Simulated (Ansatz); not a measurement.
Compare A (`CCCC=O`) with its isomer B (`C/C=C/CO`).

Computed with Ansatz on PBE0-D4/def2-TZVP structures; ΔE is electronic, products minus reactants. CCSD(T)/CBS is the MP2 limit (def2-TZVPP, def2-QZVPP) plus CCSD(T) − MP2 in def2-TZVPP, frozen cores. Functionals use def2-TZVPP. B3LYP here is the variant with VWN-RPA as its local correlation; programs differ in this. One conformer a species, not always the lowest.

(1) Which isomer does CCSD(T)/CBS put lower? Give the gap. (An estimate is asked.)

(2) Give E(B) − E(A) in kcal/mol with MP2/def2-TZVPP, LDA (SPW92), PBE0-D4, B3LYP-D4, ωB97M-V, B3LYP, CCSD(T)/def2-TZVPP. (Estimate.)

(3) Does the order hold for the free energy at 298.15 K (harmonic terms from PBE0-D4)? (Best estimate.)

Largest T1 diagnostic: 0.012.

Results:

(1) Ansatz gave: A, by 10.9 kcal/mol.

(2) Ansatz gave: MP2/def2-TZVPP 12.2, LDA (SPW92) 10.2, PBE0-D4 11.9, B3LYP-D4 11.6, ωB97M-V 12.2, B3LYP 11.4, CCSD(T)/def2-TZVPP 11.9. None reverses the order clearly.

(3) The calculation gave: Yes: G(B) − G(A) = +11.4 kcal/mol, for one conformer each.

Leaving LDA and LC-ωPBE aside and taking each functional with its dispersion term where it has one, the values, not all of them listed here, spread over 1.9 kcal/mol, from B3LYP-D4 to ωB97X-V. LDA lies −1.7 kcal/mol from PBE without D4. At CCSD(T), def2-SVP lies +6.0 kcal/mol from the extrapolated value and def2-TZVPP +1.1 kcal/mol.
